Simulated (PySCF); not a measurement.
Running PySCF for MgO

The script input.py:

```python
from pyscf import gto, scf, solvent

mol = gto.M(
    atom='Mg 0 0 0; O 0 0 1.818',
    basis='sbkjc',
    ecp={'Mg': 'sbkjc', 'O': 'sbkjc'},
    charge=0,
    spin=0,
    symmetry=True,
    verbose=4,
)
mf = scf.RHF(mol)
mf = solvent.PCM(mf)
mf.with_solvent.eps = 78.36
mf.kernel()
mf.mulliken_pop()
mf.dip_moment()
print('orbital energies (hartree):', mf.mo_energy[..., max(0, mol.nelec[1]-3):mol.nelec[0]+3].round(4))
```

```bash
$ OMP_NUM_THREADS=1 python input.py
```

It prints (some set-up lines removed):

```
PySCF version 2.14.0

[INPUT] Symbol           X                Y                Z      unit          X                Y                Z       unit  Magmom
[INPUT]  1 Mg     0.000000000000   0.000000000000   0.000000000000 AA    0.000000000000   0.000000000000   0.000000000000 Bohr   0.0
[INPUT]  2 O      0.000000000000   0.000000000000   1.818000000000 AA    0.000000000000   0.000000000000   3.435522094459 Bohr   0.0

nuclear repulsion = 3.4929188839604
point group symmetry = Coov
symmetry origin: [0.         0.         1.37420884]
symmetry axis x: [1. 0. 0.]
symmetry axis y: [0. 1. 0.]
symmetry axis z: [0. 0. 1.]
num. orbitals of irrep A1 = 8
num. orbitals of irrep E1x = 4
num. orbitals of irrep E1y = 4
number of shells = 8
number of NR pGTOs = 32
number of NR cGTOs = 16
basis = sbkjc
ecp = {'Mg': 'sbkjc', 'O': 'sbkjc'}

******** <class 'pyscf.solvent._attach_solvent.PCMSymAdaptedRHF'> ********
method = PCMSymAdaptedRHF
initial guess = minao
damping factor = 0
level_shift factor = 0
DIIS = <class 'pyscf.scf.diis.CDIIS'>
SCF conv_tol = 1e-09
SCF max_cycles = 50
******** <class 'pyscf.solvent.pcm.PCM'> (In testing) ********

WARN: PCM is an experimental feature. It is still in testing.
Features and APIs may be changed in the future.

lebedev_order = 29 (302 grids per sphere)
eps = 78.36
frozen = False
Freeze 0 electrons in irreps []
    8 free electrons in irreps A1 E1x E1y
Initial guess from minao.
PCM E_diel = -0.000604971504907246
Solvent Energy = -0.000604971504907246
init E= -15.2657313896262
HOMO (E1y) = -0.0855279291937619  LUMO (A1) = -0.057192346815823  gap/eV = 0.77105
PCM E_diel = -0.00657066928417602
Solvent Energy = -0.00657066928417602
cycle= 1 E= -16.1442215788325  delta_E= -0.878  |g|= 0.817  |ddm|= 2.57
HOMO (A1) = -0.487216577730855  LUMO (A1) = -0.0916292729356465  gap/eV = 10.76448
PCM E_diel = -0.137301890344557
Solvent Energy = -0.137301890344557
cycle= 2 E= -16.1827655664492  delta_E= -0.0385  |g|=    1  |ddm|= 1.53
HOMO (A1) = -0.32024350001904  LUMO (A1) = -0.020823988487245  gap/eV = 8.14762
PCM E_diel = -0.0982047229218075
Solvent Energy = -0.0982047229218075
cycle= 3 E= -16.4012752108352  delta_E= -0.219  |g|= 0.203  |ddm|= 0.671
HOMO (A1) = -0.330436292175535  LUMO (A1) = 0.00984981159972009  gap/eV = 9.25966
PCM E_diel = -0.112998932126833
Solvent Energy = -0.112998932126833
cycle= 4 E= -16.4162245356844  delta_E= -0.0149  |g|= 0.0739  |ddm|= 0.219
HOMO (A1) = -0.333397132880932  LUMO (A1) = 0.0154488765900147  gap/eV = 9.49258
PCM E_diel = -0.133722291845023
Solvent Energy = -0.133722291845023
cycle= 5 E= -16.4236757359192  delta_E= -0.00745  |g|= 0.0218  |ddm|= 0.271
HOMO (E1y) = -0.338755240900894  LUMO (A1) = 0.0122047814043846  gap/eV = 9.55011
PCM E_diel = -0.140337315046764
Solvent Energy = -0.140337315046764
cycle= 6 E= -16.42470460401  delta_E= -0.00103  |g|= 0.0101  |ddm|= 0.131
HOMO (E1y) = -0.335178004011874  LUMO (A1) = 0.0129903104293876  gap/eV = 9.47414
PCM E_diel = -0.141043276037178
Solvent Energy = -0.141043276037178
cycle= 7 E= -16.4247507965527  delta_E= -4.62e-05  |g|= 0.00138  |ddm|= 0.0259
HOMO (E1y) = -0.335105576434835  LUMO (A1) = 0.013090533670068  gap/eV = 9.47490
PCM E_diel = -0.140652308617189
Solvent Energy = -0.140652308617189
cycle= 8 E= -16.4247524636083  delta_E= -1.67e-06  |g|= 0.000608  |ddm|= 0.00569
HOMO (E1y) = -0.334890605824291  LUMO (A1) = 0.0132184038456202  gap/eV = 9.47253
PCM E_diel = -0.140693333474218
Solvent Energy = -0.140693333474218
cycle= 9 E= -16.4247525921685  delta_E= -1.29e-07  |g|= 0.00018  |ddm|= 0.00141
HOMO (E1y) = -0.334938353459259  LUMO (A1) = 0.0131905038882036  gap/eV = 9.47307
PCM E_diel = -0.14066668697315
Solvent Energy = -0.14066668697315
cycle= 10 E= -16.4247526109153  delta_E= -1.87e-08  |g|= 1.19e-05  |ddm|= 0.000496
HOMO (E1y) = -0.334934768246742  LUMO (A1) = 0.0131923672790537  gap/eV = 9.47302
PCM E_diel = -0.140664934124569
Solvent Energy = -0.140664934124569
cycle= 11 E= -16.4247526110288  delta_E= -1.13e-10  |g|= 1.51e-06  |ddm|= 4.33e-05
HOMO (E1y) = -0.334934096373078  LUMO (A1) = 0.0131926344495721  gap/eV = 9.47301
PCM E_diel = -0.140664900122719
Solvent Energy = -0.140664900122719
Extra cycle  E= -16.4247526110293  delta_E= -5.15e-13  |g|= 1.21e-06  |ddm|= 2.33e-06
converged SCF energy = -16.4247526110293
 ** Mulliken pop  **
pop of  0 Mg 3s           0.41574
pop of  0 Mg 4s          -0.08457
pop of  0 Mg 3px          0.09057
pop of  0 Mg 3py          0.09057
pop of  0 Mg 3pz          0.07526
pop of  0 Mg 4px          0.01378
pop of  0 Mg 4py          0.01378
pop of  0 Mg 4pz          0.02177
pop of  1 O 2s            1.38539
pop of  1 O 3s            0.54278
pop of  1 O 2px           1.16639
pop of  1 O 2py           1.16639
pop of  1 O 2pz           1.07160
pop of  1 O 3px           0.72926
pop of  1 O 3py           0.72926
pop of  1 O 3pz           0.57203
 ** Mulliken atomic charges  **
charge of    0Mg =      1.36310
charge of    1O =     -1.36310
Dipole moment(X, Y, Z, Debye):  0.00000,  0.00000, -14.41112
orbital energies (hartree): [-0.3467 -0.3349 -0.3349  0.0132  0.0689  0.0689]
```

In short: E(SCF) = -16.424753 Eh, 11 cycles, μz(SCF) = -14.41 D.

Run time: 1.2 s on 1 thread of Arm Neoverse V1 (shared host).

Stability towards an unrestricted solution was not tested. The bond length is a typed value, not an optimised one.
